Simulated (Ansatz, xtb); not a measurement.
**A geometry optimisation of MgNO with r2SCAN-D4/def2-SVP**

The starting geometry of this gas-phase doublet has its atoms placed at random.

```yaml
atoms:
  - { symbol: Mg, position_ang: [0.2651, 0.7099, 1.2293] }
  - { symbol: N, position_ang: [-0.6809, -1.1363, -0.4406] }
  - { symbol: O, position_ang: [1.3588, 0.9337, -0.1387] }
```

Task: One run relaxed it with r2SCAN-D4/def2-SVP. What is a likely outcome?

Result: It ends as a structure given below by its coordinates. Contacts that close: Mg1–N2 (2.66 → 2.04 Å).

The energy falls by 1.44 eV over 10 steps:

| step | E − E(last) (eV) |
| --- | --- |
| 1 | 1.441 |
| 2 | 0.939 |
| 3 | 0.572 |
| 4 | 0.370 |
| 5 | 0.188 |
| 6 | 0.074 |
| 7 | 0.038 |
| 8 | 0.002 |
| 9 | 0.000 |
| 10 | 0.000 |

Final geometry (Å):

```yaml
atoms:
  - { symbol: Mg, position_ang: [0.3519, 0.2053, 0.2188] }
  - { symbol: N, position_ang: [-1.1182, -1.2040, 0.1441] }
  - { symbol: O, position_ang: [1.7093, 1.5061, 0.2871] }
```

From the same start GFN2-xTB ends elsewhere, at `O=[N][Mg]`.

From so rough a start the end depends on the optimiser's path, so another program may land elsewhere. The end wasn't checked by frequencies. Open shells are spin-unrestricted. Run with Ansatz 0.2.0, 88 s on 2 threads of Arm Neoverse V2, with other jobs on the host.
